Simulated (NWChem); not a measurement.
Program: NWChem. System: propene (C$_{3}$H$_{6}$), charge 0, spin multiplicity 1, at a geometry optimised with PBE0/def2-SVP. Level: G0W0@PBE/def2-SVP, RI basis def2-svp-rifit.

The NWChem input:

```
start mol
memory heap 200 mb stack 700 mb global 1700 mb
geometry units angstroms nocenter noautoz
  C      0.251373     1.216148     0.000000
  C     -0.459434    -0.096628     0.000000
  C      0.125646    -1.295327     0.000000
  H     -0.024077     1.817183    -0.882952
  H     -0.024077     1.817183     0.882952
  H      1.344067     1.088526     0.000000
  H     -1.556478    -0.050605     0.000000
  H      1.215992    -1.399611     0.000000
  H     -0.460938    -2.217837     0.000000
  symmetry group Cs
end
basis spherical
  * library def2-svp
end
basis "ri basis" bse spherical
  * library def2-svp-rifit
end
dft
  xc xpbe96 cpbe96
  iterations 100
  direct
  tolerances tight
end
task dft energy
gw
  states alpha occ 4 vir 2
end
task dft gw
```

NWChem printed:

```
             Northwest Computational Chemistry Package (NWChem) 7.3.0
             --------------------------------------------------------

                                NWChem Input Module
                                -------------------

 Scaling coordinates for geometry "geometry" by  1.889725989
 (inverse scale =  0.529177249)

 Turning off AUTOSYM since
 SYMMETRY directive was detected!

                             Geometry "geometry" -> ""
                             -------------------------

 Output coordinates in angstroms (scale by  1.889725989 to convert to a.u.)

  No.       Tag          Charge          X              Y              Z
 ---- ---------------- ---------- -------------- -------------- --------------
    1 C                    6.0000     0.25137300     1.21614800     0.00000000
    2 C                    6.0000    -0.45943400    -0.09662800     0.00000000
    3 C                    6.0000     0.12564600    -1.29532700     0.00000000
    4 H                    1.0000    -0.02407700     1.81718300    -0.88295200
    5 H                    1.0000    -0.02407700     1.81718300     0.88295200
    6 H                    1.0000     1.34406700     1.08852600     0.00000000
    7 H                    1.0000    -1.55647800    -0.05060500     0.00000000
    8 H                    1.0000     1.21599200    -1.39961100     0.00000000
    9 H                    1.0000    -0.46093800    -2.21783700     0.00000000

 Effective nuclear repulsion energy (a.u.)      70.5701132332

            Nuclear Dipole moment (a.u.)
            ----------------------------
        X                 Y               Z
 ---------------- ---------------- ----------------
    -0.0000018897    -0.0000056692     0.0000000000

      Symmetry information
      --------------------

 Group name             Cs
 Group number              2
 Group order               2
 No. of unique centers     8

      Symmetry unique atoms

     1    2    3    4    6    7    8    9


 Summary of "ao basis" -> "" (spherical)
 ------------------------------------------------------------------------------
[...]
         -10.772872035104          39.331980633679           0.000000000000
           0.000000000000           0.000000000000         222.104401386166

     Multipole analysis of the density
     ---------------------------------

     L   x y z        total         alpha         beta         nuclear
     -   - - -        -----         -----         ----         -------
     0   0 0 0     -0.000000    -12.000000    -12.000000     24.000000

     1   1 0 0     -0.020354     -0.010176     -0.010176     -0.000002
     1   0 1 0      0.173172      0.086589      0.086589     -0.000006
     1   0 0 1      0.000000      0.000000      0.000000      0.000000

     2   2 0 0    -14.182819    -20.771673    -20.771673     27.360527
     2   1 1 0     -0.096394     -3.438516     -3.438516      6.780638
     2   1 0 1      0.000000      0.000000      0.000000      0.000000
     2   0 2 0    -14.201590    -67.213984    -67.213984    120.226378
     2   0 1 1      0.000000      0.000000      0.000000      0.000000
     2   0 0 2    -15.937672    -10.752853    -10.752853      5.568034

 Task  times  cpu:        2.5s     wall:        2.5s

                                NWChem Input Module
                                -------------------

                                 NWChem GW Module
                                 ----------------

                             ***********************
                             ***        GW       ***
                             ***********************

 Summary of "ri basis" -> "ri basis" (spherical)
 ------------------------------------------------------------------------------
       Tag                 Description            Shells   Functions and Types
 ---------------- ------------------------------  ------  ---------------------
 C                       def2-svp-rifit             16       48   6s5p4d1f
 H                       def2-svp-rifit              6       14   3s2p1d

                 Memory Information
                 ------------------
          Available GA per process is          1700.0 MBs
          Available stack per process is        700.0 MBs
          Available heap per process is           0.0 MBs

          Peak memory in Initialization
              Peak GA per process is                  2.2 MBs
              Peak stack per process is               0.1 MBs
              Peak heap per process is                2.3 MBs
              Memory not in MA per process            0.0 MBs

          Peak memory in AFF Calculation
              Peak GA per process is                  6.9 MBs
              Peak stack per process is               4.0 MBs
              Peak heap per process is                0.0 MBs
              Memory not in MA per process            4.0 MBs

          Computing 2-center integrals
          Computing Inverse Cholesky factor
          Computing 3-center integrals
          Computing V_xc ...

          Computing Sigma_x
          Computing RPA polarizability
          Solving quasiparticle equations

                  Alpha Orbitals
          State     Energy (eV)     Error (eV)
          -----------------------------------
@GW         9        -13.401           0.002
@GW        10        -12.451           0.002
@GW        11        -11.716           0.002
@GW        12         -9.168           0.002
@GW        13          3.289           0.002
@GW        14          4.303           0.002

   Applying  -3.0668 eV scissor-shift to rest of particle states

   Applying   3.7054 eV scissor-shift to rest of hole states

     GW Timing Statistics
   ------------------------
   Init.   :          0.0s
     ERIs  :          0.2s
     Distr.:          0.0s
     Vxc   :          0.2s
   Sigma_x :          0.0s
   RPA     :          0.1s
   Wmn     :          0.0s
   Sigma_c :          0.0s
   GW total:          0.4s

 Task  times  cpu:        0.4s     wall:        0.4s

 Total times  cpu:        2.9s     wall:        2.9s
```
